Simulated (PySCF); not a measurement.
Species: C₄H₈ClO (doublet state).
Structure used (PBE0-D3(BJ)/def2-SVP), in Å, numbered top down from 1:
```
atom  x, y, z in Å
O1    -1.815    1.260    0.465
C2    -0.806    0.289    0.472
C3     0.588    0.881    0.347
C4     1.688   -0.186    0.303
C5     3.064    0.361    0.245
Cl6    3.695    1.143    1.635
H7    -1.673    1.840    1.221
H8    -0.854   -0.351    1.378
H9    -1.007   -0.373   -0.386
H10    0.629    1.510   -0.558
H11    0.782    1.549    1.206
H12    1.593   -0.834    1.194
H13    1.540   -0.834   -0.578
H14    3.577    0.605   -0.688
```

The hyperfine couplings belong to this conformer and change with its torsions.

As a line formula: `OCCC[CH]Cl` [radical].

Computed with UKS B3LYP, IGLO-III on C Cl O, pcH-1 on H, non-relativistic, mean-field spin-orbit, GIAO in PySCF 2.14.0. Geometry: PBE0-D3(BJ)/def2-SVP, one conformer, isolated molecule. The SCF solution wasn't tested for stability.

Q: Predict the first-order ENDOR lines of H14, H12/H13, H10/H11 and Cl6 under fast tumbling at B = 3357.3 mT (W band).

A: For S = 1/2 in fast tumbling each set of equivalent nuclei gives two lines, ν± = |νn ± a/2| to first order, with νn = g_N μN B/h and μN/h = 7.62259 MHz/T.

```json
{"nuclei": "H14", "isotope": "1H", "g_N": "5.5857", "νn (MHz)": "142.95", "a_iso (MHz)": "-55.79", "lower line (MHz)": "115.05", "upper line (MHz)": "170.84"}
{"nuclei": "H12/H13", "isotope": "1H", "g_N": "5.5857", "νn (MHz)": "142.95", "a_iso (MHz)": "33.45", "lower line (MHz)": "126.22", "upper line (MHz)": "159.67"}
{"nuclei": "H10/H11", "isotope": "1H", "g_N": "5.5857", "νn (MHz)": "142.95", "a_iso (MHz)": "-4.17", "lower line (MHz)": "140.86", "upper line (MHz)": "145.03"}
{"nuclei": "Cl6", "isotope": "35Cl", "g_N": "0.5479", "νn (MHz)": "14.02", "a_iso (MHz)": "6.82", "lower line (MHz)": "10.61", "upper line (MHz)": "17.43"}
```

Q: Which pairs are centred on the nuclear Larmor frequency, and which on half the coupling?

A: Centred on νn, since |a| < 2νn: H14, H12/H13, H10/H11 and Cl6. No pair has |a| > 2νn.

Q: At what field would the lower line of H14 fall to zero frequency?

A: Where νn = |a|/2, that is B = 27.90 MHz/(5.5857 × 7.62259 MHz/T) = 655 mT, as far as first order holds there.

Means are taken over nuclei equivalent by connectivity, which assumes that they swap fast. The 1H value of +33.5 MHz is a mean of couplings from 13.2 to 53.7 MHz in this one geometry, not an average over conformers.

Main isotope only: 35Cl (natural samples also hold 24 % 37Cl, magnetic too, which adds its own pattern).

The Mulliken spin populations are largest on C5 (+0.93), Cl6 (+0.10) and C4 (-0.06). C5 is the only atom above +0.15. The angles at C5 add up to 356.8°, so it is nearly planar; its axial dipolar tensor and the negative coupling of its proton fit spin in a p orbital normal to that plane.
